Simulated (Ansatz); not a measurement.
C$_{3}$H$_{5}$NS (`C=C/N=C/S`), 10 atoms. Charge 0, multiplicity 1. All runs use 4 threads of an Arm Neoverse V2 on a shared host. Correlated methods freeze the cores.

How many basis functions does each run have, and how long does it take in Ansatz? RKS HSE06 (plane-wave form)-D4/def2-TZVPP energy; RKS ωB97M-V/def2-QZVPP energy; RKS CAM-B3LYP-D4/def2-TZVPP energy; RKS ωB97M-V/def2-SVP energy; RHF-CCSD(T)/def2-TZVPP energy; RKS PBE0-D4/def2-TZVP frequencies; RKS PBE0-D4/def2-QZVPP energy; RKS PBE0-D4/def2-TZVPP energy; RKS PBE0-D4/def2-TZVP relaxation (7 steps); RHF-MP2/def2-QZVPP energy; RKS PBE0-D4/def2-SVP energy; direct RPA on PBE orbitals/def2-TZVPP energy. (An estimate is asked.)

Computed: Other jobs shared the machine, so times are rough.

```json
{"level": "RKS PBE0-D4/def2-SVP", "job": "energy", "functions": "99", "wall time": "0.75 s", "peak host memory (GiB)": "0.45"}
{"level": "RKS PBE0-D4/def2-TZVPP", "job": "energy", "functions": "236", "wall time": "1.9 s", "peak host memory (GiB)": "0.51"}
{"level": "RKS HSE06 (plane-wave form)-D4/def2-TZVPP", "job": "energy", "functions": "236", "wall time": "2.1 s", "peak host memory (GiB)": "0.54"}
{"level": "RKS CAM-B3LYP-D4/def2-TZVPP", "job": "energy", "functions": "236", "wall time": "2.2 s", "peak host memory (GiB)": "0.57"}
{"level": "RKS ωB97M-V/def2-SVP", "job": "energy", "functions": "99", "wall time": "2.8 s", "peak host memory (GiB)": "0.45"}
{"level": "direct RPA on PBE orbitals/def2-TZVPP", "job": "energy", "functions": "236", "wall time": "3.7 s", "peak host memory (GiB)": "0.57"}
{"level": "RKS PBE0-D4/def2-QZVPP", "job": "energy", "functions": "448", "wall time": "5.5 s", "peak host memory (GiB)": "1.4"}
{"level": "RKS ωB97M-V/def2-QZVPP", "job": "energy", "functions": "448", "wall time": "12 s", "peak host memory (GiB)": "1.6"}
{"level": "RHF-MP2/def2-QZVPP", "job": "energy", "functions": "448", "wall time": "16 s", "peak host memory (GiB)": "2.4"}
{"level": "RKS PBE0-D4/def2-TZVP", "job": "relaxation (7 steps)", "functions": "191", "wall time": "17 s", "peak host memory (GiB)": "0.45"}
{"level": "RHF-CCSD(T)/def2-TZVPP", "job": "energy", "functions": "236", "wall time": "81 s", "peak host memory (GiB)": "4.4"}
{"level": "RKS PBE0-D4/def2-TZVP", "job": "frequencies", "functions": "191", "wall time": "91 s", "peak host memory (GiB)": "0.46"}
```
